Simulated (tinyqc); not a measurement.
Worked calculation: extended Hueckel theory, for CH4+. The parameters take no account of the charge, which enters only through the electron count. Computed by tinyqc, a small Python program that keeps every step (integrals from PySCF). Settings: charge = 1, K = 1.5, weighted = 1, multiplicity = 2. Command: `OMP_NUM_THREADS=1 python tinyqc.py 20322 20323 out.jsonl` (the two numbers bound the seeds that draw the settings). One thread of a shared host (Intel(R) Xeon(R) Processor @ 2.60GHz), about 0.01 s of CPU time with the checks.

## Overlaps

Geometry (angstrom):
```
atom         x         y         z
C      0.00000   0.00000   0.00000
H      0.62000   0.62000   0.62000
H      0.62000  -0.62000  -0.62000
H     -0.62000   0.62000  -0.62000
H     -0.62000  -0.62000   0.62000
```

Parameters chosen for this run:
```
element  shell  Slater exponent  H_ii (eV)
H           1s          1.30000  -13.60000
C           2s          1.62500  -21.40000
C           2p          1.62500  -11.40000
```

Slater orbitals, each expanded in six Gaussians scaled to its exponent.

overlap S:
```
          1C 2s    1C 2px    1C 2py    1C 2pz    2H 1s     3H 1s     4H 1s     5H 1s
1C 2s   1.00000   0.00000   0.00000   0.00000  0.50142   0.50142   0.50142   0.50142
1C 2px  0.00000   1.00000   0.00000   0.00000  0.28688   0.28688  -0.28688  -0.28688
1C 2py  0.00000   0.00000   1.00000   0.00000  0.28688  -0.28688   0.28688  -0.28688
1C 2pz  0.00000   0.00000   0.00000   1.00000  0.28688  -0.28688  -0.28688   0.28688
2H 1s   0.50142   0.28688   0.28688   0.28688  1.00000   0.15471   0.15471   0.15471
3H 1s   0.50142   0.28688  -0.28688  -0.28688  0.15471   1.00000   0.15471   0.15471
4H 1s   0.50142  -0.28688   0.28688  -0.28688  0.15471   0.15471   1.00000   0.15471
5H 1s   0.50142  -0.28688  -0.28688   0.28688  0.15471   0.15471   0.15471   1.00000
```

## Wolfsberg-Helmholz matrix

diagonal H_ii (eV): 1C 2s -21.40000, 1C 2px -11.40000, 1C 2py -11.40000, 1C 2pz -11.40000, 2H 1s -13.60000, 3H 1s -13.60000, 4H 1s -13.60000, 5H 1s -13.60000

K = 1.50000

H_ij = K' S_ij (H_ii + H_jj)/2 for i != j (the diagonal keeps H_ii), with K' = K + D^2 + D^4 (1 - K), D = (H_ii - H_jj)/(H_ii + H_jj), K = 1.5.

H (eV):
```
            1C 2s     1C 2px     1C 2py     1C 2pz      2H 1s      3H 1s      4H 1s      5H 1s
1C 2s   -21.40000    0.00000    0.00000    0.00000  -13.58732  -13.58732  -13.58732  -13.58732
1C 2px    0.00000  -11.40000    0.00000    0.00000   -5.40675   -5.40675    5.40675    5.40675
1C 2py    0.00000    0.00000  -11.40000    0.00000   -5.40675    5.40675   -5.40675    5.40675
1C 2pz    0.00000    0.00000    0.00000  -11.40000   -5.40675    5.40675    5.40675   -5.40675
2H 1s   -13.58732   -5.40675   -5.40675   -5.40675  -13.60000   -3.15615   -3.15615   -3.15615
3H 1s   -13.58732   -5.40675    5.40675    5.40675   -3.15615  -13.60000   -3.15615   -3.15615
4H 1s   -13.58732    5.40675   -5.40675    5.40675   -3.15615   -3.15615  -13.60000   -3.15615
5H 1s   -13.58732    5.40675    5.40675   -5.40675   -3.15615   -3.15615   -3.15615  -13.60000
```

## Orbitals

valence electrons = 7

Solve H C = S C e through S^(-1/2); fill by pairs from the bottom, a degenerate level sharing its electrons equally; each orbital has its largest coefficient positive (the first on a tie).

orbital energies (eV): -22.99598  -14.58172  -14.58172  -14.58172  -0.28280  -0.28280  -0.28280  23.22040

occupations: 2.00000  1.66667  1.66667  1.66667  0.00000  0.00000  0.00000  0.00000

coefficients:
```
            MO1       MO2       MO3       MO4       MO5       MO6       MO7       MO8
1C 2s   0.70734   0.00000   0.00000   0.00000   0.00000   0.00000   0.00000   1.64116
1C 2px  0.00000  -0.07736  -0.07888   0.49276   0.38192   1.11104   0.05114   0.00000
1C 2py  0.00000   0.48941  -0.10948   0.05931   0.15281  -0.10598   1.16117   0.00000
1C 2pz  0.00000   0.09756   0.48664   0.09321   1.10167  -0.37047  -0.17879   0.00000
2H 1s   0.13723   0.33131   0.19392   0.41952  -0.85400  -0.33118  -0.53936  -0.72560
3H 1s   0.13723  -0.43190  -0.29648   0.22120   0.45537  -0.82847   0.48598  -0.72560
4H 1s   0.13723   0.30505  -0.33627  -0.34240   0.69450   0.44179  -0.67260  -0.72560
5H 1s   0.13723  -0.20446   0.43883  -0.29832  -0.29587   0.71785   0.72598  -0.72560
```

sum of one-electron energies = -118.90054 eV

Within a degenerate level the vectors are fixed only up to a rotation; this is one choice.

## Mulliken analysis

P = C n C^T; charge = valence electrons (H 1, C 4) minus the sum of (P S)_ii on the atom; overlap population = 2 sum P_ij S_ij between two atoms.

charges: 1C 0.38355, 2H 0.15411, 3H 0.15411, 4H 0.15411, 5H 0.15411

Overlap populations:
```
pair      value
2-1    0.670338
3-1    0.670338
3-2   -0.043935
4-1    0.670338
4-2   -0.043935
4-3   -0.043935
5-1    0.670338
5-2   -0.043935
5-3   -0.043935
5-4   -0.043935
```
